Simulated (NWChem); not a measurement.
## Basis-set convergence for H2Si

```xyz
3

Si     0.0000     0.0000     0.1363
H      1.1001     0.0000    -0.9543
H     -1.1001     0.0000    -0.9543
```
Charge 0, spin multiplicity 1.

All runs are NWChem calculations. Structure: optimised with PBE/def2-SVP, a minimum by its harmonic frequencies.

Quantity: vertical ionisation energy at the level ΔCCSD(T) (Δ: difference of total energies, the cation a doublet at the parent's geometry with its hole in an orbital of symmetry a1 (C2v labels); it is the state that the SCF runs reached, from PBE0 orbitals for Hartree-Fock references, and need not be the lowest).

The correlated methods keep 5 core orbitals frozen. The Pople sets run with spherical d functions. The structure started from a generated list of species. The stability of the SCF solutions was not checked. Open-shell Hartree-Fock references start from PBE0 orbitals; any time given for them includes that run.

The cost column gives rough processor time relative to 3-21G; each entry includes its own SCF.

```csv
basis,functions,vertical ionisation energy (eV),relative cost
3-21G,17,8.82,1
6-31G*,22,9.12,under 3
cc-pVDZ,28,9.35,under 3
6-311G**,38,9.25,under 3
def2-SVPD,40,9.40,under 3
6-311++G**,44,9.26,under 3
aug-cc-pVDZ,45,9.42,under 3
cc-pVTZ,62,9.53,6
aug-cc-pVTZ,96,9.55,20
cc-pVQZ,119,9.56,40
```

Smallest basis within 0.1 eV of cc-pVQZ, the largest set run: cc-pVTZ, with 62 functions against 119 and about 10 % of the time (also within reach: aug-cc-pVTZ). cc-pVQZ isn't the basis-set limit itself, and a small set can land close by cancellation.
